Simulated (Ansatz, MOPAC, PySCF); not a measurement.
Noncovalent pair: C5H10 (SMILES C1CCCC1) (first 15 atoms) with C5H12 (SMILES CC(C)(C)C); geometry from S66by8 set.
(charge 0, multiplicity 1):
```xyz
32

C      0.77033    -1.07680    -4.01565
H      0.82397    -1.17679    -5.10141
H      1.46182    -1.79891    -3.58367
C      1.08730     0.37021    -3.60373
H      1.80856     0.83540    -4.27294
H      1.52599     0.38508    -2.60631
C     -0.27414     1.11095    -3.60041
H     -0.28766     1.94612    -4.29807
H     -0.47839     1.52225    -2.61241
C     -1.32830     0.04907    -3.96408
H     -1.50314     0.05050    -5.04140
H     -2.28632     0.22330    -3.47623
C     -0.67646    -1.27481    -3.56708
H     -1.15402    -2.14237    -4.02040
H     -0.71560    -1.40003    -2.48317
C      0.08123     0.15819     3.64405
C     -0.01512     0.00610     5.15969
H      0.97743    -0.00936     5.61204
H     -0.57404     0.83399     5.59812
H     -0.52228    -0.92256     5.42504
C      0.79528     1.46510     3.30842
H      0.87680     1.59859     2.22874
H      0.25181     2.31978     3.71392
H      1.80289     1.47575     3.72665
C     -1.32378     0.17802     3.04673
H     -1.28685     0.29521     1.96288
H     -1.90608     1.00544     3.45507
H     -1.85369    -0.74977     3.26806
C      0.86913    -1.01529     3.06671
H      0.37391    -1.96228     3.28695
H      0.96397    -0.92811     1.98357
H      1.87385    -1.05270     3.49046
```

Interaction energies are E(AB) − E(A) − E(B) at the monomers' geometry in the complex; basis-set methods are counterpoise corrected. Rows marked so take none.

Rows in 3-21G, 6-31G* carry no dispersion term and start afresh at each structure (6-31G* with six Cartesian d functions). MP2/6-31G* freezes PySCF's default core. The state reached by PM6 isn't checked.

The values were computed with Ansatz (an electronic-structure program) with Gaussian orbitals; MOPAC for PM6 (differences of heats of formation); PySCF for 3-21G rows, 6-31G* rows, the dispersion terms. Values without a source in brackets are computed.

```json
[
 {"level": "PM6", "interaction energy (kcal/mol)": "-0.02"},
 {"level": "HF/3-21G (no counterpoise)", "interaction energy (kcal/mol)": "0.00"},
 {"level": "HF/6-31G*", "interaction energy (kcal/mol)": "0.01"},
 {"level": "PBE-D4/def2-TZVPPD", "interaction energy (kcal/mol)": "-0.20"},
 {"level": "B3LYP/def2-TZVPPD", "interaction energy (kcal/mol)": "0.04"},
 {"level": "B3LYP-D3(BJ)/def2-TZVPPD", "interaction energy (kcal/mol)": "-0.18"},
 {"level": "PBE0-D4/def2-TZVPPD", "interaction energy (kcal/mol)": "-0.19"},
 {"level": "wB97M-V/def2-TZVPPD", "interaction energy (kcal/mol)": "-0.21"},
 {"level": "MP2/6-31G*", "interaction energy (kcal/mol)": "?"}
]
```

Question: What belongs in the gaps?

Answer: 
- MP2/6-31G*, interaction energy (kcal/mol): -0.14
